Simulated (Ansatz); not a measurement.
Ansatz (an electronic-structure program) input (B3LYP-D3(BJ)/def2-TZVP):

Ansatz 0.2 input:
```yaml
crystal:
  periodic: [false, false, false]
  atoms:
    - {symbol: C, position_ang: [-0.65523606, 0.73071151, -0.00103047]}
    - {symbol: C, position_ang: [0.47422370, 0.01590105, 0.00023296]}
    - {symbol: F, position_ang: [-1.82768779, -0.22810562, -0.00212322]}
    - {symbol: H, position_ang: [0.59679335, -1.08240458, 0.00064770]}
    - {symbol: H, position_ang: [1.42259860, 0.55974267, 0.00083069]}
basis:
  gaussian:
    orbitals: def2-TZVP
hamiltonian:
  xc: b3lyp
  dispersion: d3bj
total_charge: -1
relax: {f_tol: 0.002, max_steps: 150}
```

End of the output:

```
integrals: 0.02 GiB planned
604 factors; their error is unknown
mean field: 0.25 GiB planned
mean field -4823.63864017 eV, -177.2654504464 hartree, gradient 1.2e-5 eV, S^2 0.000000; 0 other end points of the search recorded, 0 dependent functions left out
the calculation of the forces begins
reference -4823.63882095 eV, -177.2654570901 hartree; 12, 12 occupied and 93, 93 virtual orbitals, 604 factors
relax step   5: F+E_penalty+E_count = -4823.72940788 eV  Δ(F+E_penalty+E_count) = -8.844e-4 eV  max|allowed force component| = 4.286e-2 eV/Å  Δτ_max = 0.0110 Å  (33 SCF iters, accepted)
these checks for a lower state are left out or cut short: starts, cluster_reference, orbital_swaps, neighbouring_geometries, increment
integrals: 0.02 GiB planned
604 factors; their error is unknown
mean field: 0.25 GiB planned
mean field -4823.63867133 eV, -177.2654515915 hartree, gradient 1.2e-5 eV, S^2 0.000000; 0 other end points of the search recorded, 0 dependent functions left out
the calculation of the forces begins
reference -4823.63885210 eV, -177.2654582350 hartree; 12, 12 occupied and 93, 93 virtual orbitals, 604 factors
relax step   6: F+E_penalty+E_count = -4823.72945493 eV  Δ(F+E_penalty+E_count) = -4.705e-5 eV  max|allowed force component| = 6.407e-3 eV/Å  Δτ_max = 0.0024 Å  (34 SCF iters, accepted)
these checks for a lower state are left out or cut short: starts, cluster_reference, orbital_swaps, neighbouring_geometries, increment
integrals: 0.02 GiB planned
604 factors; their error is unknown
mean field: 0.25 GiB planned
mean field -4823.63867140 eV, -177.2654515944 hartree, gradient 1.2e-5 eV, S^2 0.000000; 0 other end points of the search recorded, 0 dependent functions left out
the calculation of the forces begins
reference -4823.63885217 eV, -177.2654582374 hartree; 12, 12 occupied and 93, 93 virtual orbitals, 604 factors
relax step   7: F+E_penalty+E_count = -4823.72945466 eV  Δ(F+E_penalty+E_count) = +2.776e-7 eV  max|allowed force component| = 4.973e-3 eV/Å  Δτ_max = 0.0005 Å  (33 SCF iters, rejected (line search))
these checks for a lower state are left out or cut short: starts, cluster_reference, orbital_swaps, neighbouring_geometries, increment
integrals: 0.02 GiB planned
604 factors; their error is unknown
mean field: 0.25 GiB planned
mean field evaluation 64: about -4823.6387 eV, gradient 1.2e-5 eV
mean field -4823.63867329 eV, -177.2654516636 hartree, gradient 1.2e-5 eV, S^2 0.000000; 0 other end points of the search recorded, 0 dependent functions left out
the calculation of the forces begins
reference -4823.63885406 eV, -177.2654583070 hartree; 12, 12 occupied and 93, 93 virtual orbitals, 604 factors
relax step   8: F+E_penalty+E_count = -4823.72945603 eV  Δ(F+E_penalty+E_count) = -1.093e-6 eV  max|allowed force component| = 4.949e-4 eV/Å  Δτ_max = 0.0002 Å  (33 SCF iters, accepted)
integrals: 0.02 GiB planned
604 factors; their error is unknown
mean field: 0.25 GiB planned
mean field -4823.63867329 eV, -177.2654516636 hartree, gradient 1.2e-5 eV, S^2 0.000000; 1 other end points of the search recorded, 0 dependent functions left out
the calculation of the forces begins
reference -4823.63885406 eV, -177.2654583070 hartree; 12, 12 occupied and 93, 93 virtual orbitals, 604 factors
Total energy: -4823.72963680 eV, -177.2687945111 hartree
Atom 0 at    -0.667039     0.722573    -0.001157 Å, force     0.000018     0.000035    -0.000036 eV/Å
Atom 1 at     0.485197     0.021094     0.000170 Å, force    -0.000495    -0.000010     0.000048 eV/Å
Atom 2 at    -1.774514    -0.239638    -0.001949 Å, force     0.000104     0.000051     0.000017 eV/Å
Atom 3 at     0.540462    -1.073360     0.000567 Å, force     0.000225    -0.000053    -0.000028 eV/Å
Atom 4 at     1.426586     0.565177     0.000926 Å, force     0.000148    -0.000023    -0.000001 eV/Å
Dipole moment:     0.105597    -0.452036     0.000242 e Å
```

It need not be the lowest isomer of its formula. Whether it binds its extra electron was not tested at this geometry.
